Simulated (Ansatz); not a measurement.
Input file:

```yaml
crystal:
  periodic: [false, false, false]
  atoms:
    - {symbol: P, position_ang: [0.001751, 0.002274, -0.069394]}
    - {symbol: H, position_ang: [1.190325, -0.014566, 0.741584]}
    - {symbol: H, position_ang: [-0.630487, 1.018495, 0.729511]}
    - {symbol: H, position_ang: [-0.613631, -1.073821, 0.661360]}
basis:
  gaussian: {orbitals: aug-cc-pVTZ}
total_charge: -1
magnetization: {spin_polarized: false, initial_magnetization: 3}
correlation: {method: bccd_t, electrons: outside_noble_gas}
```

```sh
$ ansatz run in.yaml --threads 2 --pin off --events-out ev --progress --plain --max-ram 24576MiB --backend cuda --devices 0, --max-vram 18GiB
```

Log:

```
650 factors; integrals over basis functions are off by at most 7.2e-4 eV
mean field evaluation 1: about -9307.5622 eV, gradient 2.8e1 eV
mean field evaluation 2: about -9307.5748 eV, gradient 2.8e1 eV
mean field evaluation 4: about -9312.3270 eV, gradient 7.7e0 eV
mean field evaluation 8: about -9312.8129 eV, gradient 4.3e-1 eV
mean field evaluation 16: about -9312.8504 eV, gradient 1.8e-1 eV
mean field evaluation 32: about -9313.4148 eV, gradient 1.2e-5 eV
mean field evaluation 64: about -9313.4072 eV, gradient 2.5e-5 eV
mean field evaluation 96: about -9312.8368 eV, gradient 1.5e-1 eV
mean field evaluation 128: about -9313.4148 eV, gradient 1.0e-5 eV
mean field evaluation 160: about -9312.8835 eV, gradient 3.3e0 eV
...
cycle   1  -5.24812496 eV  change    3.2e-3 eV  update   8.3e-3
cycle   2  -5.24468035 eV  change    3.4e-3 eV  update   2.2e-3
cycle   3  -5.24345755 eV  change    1.2e-3 eV  update   1.4e-3
cycle   4  -5.24347666 eV  change   -1.9e-5 eV  update   6.6e-4
cycle   5  -5.24369342 eV  change   -2.2e-4 eV  update   3.4e-4
cycle   6  -5.24359634 eV  change    9.7e-5 eV  update   1.9e-4
cycle   7  -5.24356831 eV  change    2.8e-5 eV  update   1.0e-4
cycle   8  -5.24357015 eV  change   -1.8e-6 eV  update   5.2e-5
cycle   9  -5.24356756 eV  change    2.6e-6 eV  update   2.4e-5
cycle  10  -5.24356765 eV  change   -9.3e-8 eV  update   1.1e-5
perturbative correction -0.21589242 eV, -0.0079339002 hartree
Total energy: -9318.87430048 eV, -342.4623139829 hartree
```

For the same geometry and basis UCCSDT(Q) lies 47.8 meV lower.

Ran on 2 threads of AMD EPYC 7R13 with a shared H100 80 GB, shared host: 22 s wall, 0.83 GiB peak host memory.
